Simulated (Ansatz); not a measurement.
**C₄H₄ (SMILES C#CC=C): a rigid scan of the bond length C1–C2**

How does the energy rise as the bond length C1–C2 leaves its equilibrium value, and do density functionals follow CCSD(T)? No other atom is relaxed.

Computed with Ansatz 0.2.0, Gaussian basis. Level: single points in def2-TZVPP.

Levels: PBE-D4, r2SCAN-D4, PBE0-D4, B3LYP-D4, wB97M-V, Hartree-Fock, MP2, CCSD, CCSD(T). The scan takes 1.059, 1.101, 1.162, 1.233, 1.313, 1.398, 1.489, 1.585, 1.684 Å.

Cores are frozen in the correlated methods. B3LYP uses VWN-RPA correlation.

26 further runs of the same task are left out: 26 set aside as unsound or not needed.

**1. The starting structure**

The minimum, relaxed at PBE0-D4: SMILES `C#CC=C`, 8 atoms, charge 0, spin multiplicity 1.

Atoms are counted from 1 here; the program's logs count them from 0.

Bond lengths: C1–C2 1.203 Å, C1–H5 1.064 Å, C2–C3 1.418 Å, C3–C4 1.332 Å, C3–H6 1.087 Å, C4–H7 1.083 Å, C4–H8 1.083 Å. Angles: C2–C1–H5 179.5°, C1–C2–C3 178.4°, C2–C3–C4 124.2°, C2–C3–H6 116.0°, C4–C3–H6 119.8°, C3–C4–H7 120.7°, C3–C4–H8 121.5°, H7–C4–H8 117.8°.

As a file:

| atom | x (Å) | y (Å) | z (Å) |
| --- | --- | --- | --- |
| C1 | -1.0764 | 1.5763 | -0.8999 |
| C2 | -0.3315 | 0.8302 | -0.3204 |
| C3 | 0.5673 | -0.0185 | 0.3740 |
| C4 | 0.4573 | -1.3449 | 0.4239 |
| H5 | -1.7402 | 2.2291 | -1.4152 |
| H6 | 1.3879 | 0.4752 | 0.8883 |
| H7 | 1.1773 | -1.9396 | 0.9721 |
| H8 | -0.3495 | -1.8649 | -0.0785 |

Energies of the minimum (eV), from earlier single points: PBE-D4 -4206.54637, r2SCAN-D4 -4209.46232, PBE0-D4 -4206.85446, B3LYP-D4 -4212.57536, wB97M-V -4210.20786, CCSD(T) -4202.70732.

At the minimum the bond length C1–C2 is 1.203 Å.

**2. C1–C2 = 1.059 Å**

ccsdt-tzvpp/in.yaml reads:

```yaml
crystal:
  periodic: [false, false, false]
  atoms:
    - {symbol: C, position_ang: [-1.076386, 1.576261, -0.899896]}
    - {symbol: C, position_ang: [-0.420730, 0.919487, -0.389756]}
    - {symbol: C, position_ang: [0.478151, 0.070849, 0.304651]}
    - {symbol: C, position_ang: [0.368098, -1.255611, 0.354528]}
    - {symbol: H, position_ang: [-1.740220, 2.229112, -1.415248]}
    - {symbol: H, position_ang: [1.298762, 0.564505, 0.818937]}
    - {symbol: H, position_ang: [1.088155, -1.850255, 0.902712]}
    - {symbol: H, position_ang: [-0.438715, -1.775551, -0.147856]}
basis:
  gaussian: {orbitals: def2-TZVPP}
correlation: {method: ccsd_t}
```

The command line of these runs was not kept.

The runs that follow: C1–C2 = 1.101 Å; C1–C2 = 1.162 Å; C1–C2 = 1.233 Å; C1–C2 = 1.313 Å; C1–C2 = 1.398 Å; C1–C2 = 1.489 Å; C1–C2 = 1.585 Å; C1–C2 = 1.684 Å.

Before running it: what results should come out? Wanted: highest point, CCSD(T); lowest point, CCSD(T); minimum along the scan, CCSD(T); RMS deviation from CCSD(T); largest T1 diagnostic.

As calculated:

| quantity | value |
| --- | --- |
| highest point, CCSD(T) | 452.2 kJ/mol at 1.684 Å |
| lowest point, CCSD(T) | 0.0 kJ/mol at 1.203 Å |
| minimum along the scan, CCSD(T) | 1.214 Å |
| curvature there | 99.8 eV/Å² |
| RMS deviation from CCSD(T) | PBE-D4 5.2, r2SCAN-D4 24.0, PBE0-D4 36.7, B3LYP-D4 31.5, wB97M-V 46.5, Hartree-Fock 100.0, MP2 12.1, CCSD 24.1 kJ/mol |
| largest T1 diagnostic | 0.039 |

In words: A polynomial through the near points puts the CCSD(T) minimum 0.011 Å above the PBE0-D4 value. The third derivative is negative, the usual anharmonicity of a bond. Curvature against CCSD(T): PBE-D4 -0 %, Hartree-Fock +24 %. PBE-D4 follows the CCSD(T) curve best and Hartree-Fock worst. The T1 diagnostic is large here, over the usual mark for main-group molecules (transition-metal compounds often pass it harmlessly), so CCSD(T) itself may be off. The restricted Hartree–Fock reference is unstable towards an unrestricted one at one or more of these structures. The program raised a warning in one or more of these runs; the logs name it.
